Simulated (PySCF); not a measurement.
# Continuum solvent and chemical shifts

Atoms are numbered as in `[F:1][P:2]([F:3])[F:4]`.

GIAO PBE0/pcSseg-1 in PySCF 2.14.0 with density-fitted response routines on one PBE0-D3(BJ)/def2-SVP conformer, non-relativistic, equivalent nuclei averaged. Solvents enter as an IEF-PCM continuum (acetone with ε = 20.5) around the gas-phase geometry.

Gas phase, σ in ppm: F1/F3/F4 202.1, P2 175.8. Dipole moment 1.36 D.

**Question.** How does each σ change in the continuum?

**Answer.** 
| atoms | environment | Δσ, acetone |
| --- | --- | --- |
| F1/F3/F4 | fluorine bonded to P | +6.4 |
| P2 | phosphorus bonded to 3 F | +4.5 |

Changes are relative to the gas phase. The dipole moment becomes 1.62 D in acetone.

**Question.** Which of the listed nuclei move most (in ppm), and what does the model miss?

**Answer.** F1/F3/F4 (fluorine bonded to P, +6.4 ppm) in acetone. A continuum only polarises the solute; specific hydrogen bonds, the anisotropy of aromatic solvents and changes of geometry or conformer are outside it.
